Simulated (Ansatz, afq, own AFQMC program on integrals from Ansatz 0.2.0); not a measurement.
## SiH₂, triplet: AFQMC among the cluster methods

```xyz
3

Si    0.0000   -0.0507    0.0000
H     0.0000    0.7069   -1.2784
H     0.0000    0.7069    1.2784
```

Basis cc-pVDZ. Noble-gas cores (and the filled d shells of Ga–Kr and In–Xe) are frozen. AFQMC by an in-house program on the Cholesky factors that Ansatz 0.2.0 writes for its CCSD(T) run. ph-AFQMC/CISD is guided by a CISD state made of CCSD amplitudes; releasing the constraint for a short imaginary time cuts its bias at the price of noise, slowly where states lie close. Uncertainties: one standard error, sampling alone.

Determinant: UHF, the one that the program's search chose, which needn't be the lowest solution. The geometry is a point of a scan.

Full CI on the same integrals is exact in this basis and with this determinant's frozen core.

Cautions: lower spins were not checked; the released energies have errors that jump between times, so the bars are unsure, so no released level is given (meV from the phaseless value at times in 1/Eh: -1.0 ± 0.4 at 0.24, -1.5 ± 0.3 at 0.51, -2.0 ± 0.3 at 0.99, 52 ± 55 at 1.62, -2.82 ± 0.23 at 2.40), though the last usable value meets full CI within the noise.

```
T1 diagnostic                               : 0.0149
weight of the determinant in the CISD state : 0.938
⟨S²⟩ of the determinant                     : 2.006
size of the correlated space                : 6 electrons in 23 orbitals
```

| level | correlation energy (eV) |
| --- | --- |
| MP2 | -1.9711 |
| CCSD | -2.5689 |
| CCSD(T) | -2.6192 |

(1) Estimate where phaseless AFQMC with a CISD trial lies against CCSD(T) on the same integrals.

(1) 0.34 ± 0.01 kcal/mol below CCSD(T).

Reference: full CI, correlation energy -2.637 eV.

```json
{"level": "CCSD(T)", "E − E(reference) (kcal/mol)": "0.40", "share of correlation (%)": "99.34"}
{"level": "CCSDT", "E − E(reference) (kcal/mol)": "0.03", "share of correlation (%)": "99.96"}
{"level": "CCSDT(Q)", "E − E(reference) (kcal/mol)": "0.00", "share of correlation (%)": "99.99"}
{"level": "CCSDTQ", "E − E(reference) (kcal/mol)": "0.00", "share of correlation (%)": "100.00"}
{"level": "ph-AFQMC/HF", "E − E(reference) (kcal/mol)": "-0.52 ± 0.31", "share of correlation (%)": "100.85"}
{"level": "ph-AFQMC/CISD", "E − E(reference) (kcal/mol)": "0.06 ± 0.01", "share of correlation (%)": "99.90"}
```

CCSDT and higher add their correlation energy to the determinant of the CCSD(T) run, since their own runs factorise the integrals more tightly (a shift of under 2 meV). A walk keeps the symmetry of its determinant, which the program's search chose and which needn't be the lowest solution, so a lower state of the same spin and another symmetry isn't excluded.
